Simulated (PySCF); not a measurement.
## A thermochemical cycle for Si2

PBE0 in PySCF with def2-TZVPPD on every atom, for the lowest determinant that a PBE0 search found; no spin–orbit coupling. Si2, a triplet (π ↑↑), has De = 3.36 eV to neutral atoms, and Si₂⁺, a quartet (σ ↑, π ↑↑), has De = 3.71 eV to Si⁺ + Si.

At the same level the Si atom ionises at 8.22 eV.

**Question.** What is the adiabatic ionisation energy of the molecule, and does ionisation strengthen or weaken the bond?

**Answer.** IE = IE(Si) + De(neutral) − De(ion) = 8.22 + 3.36 − 3.71 = 7.87 eV. De changes by +0.35 eV, so ionisation strengthens the bond.

States were picked by a PBE0 search and need not be the measured ground states.
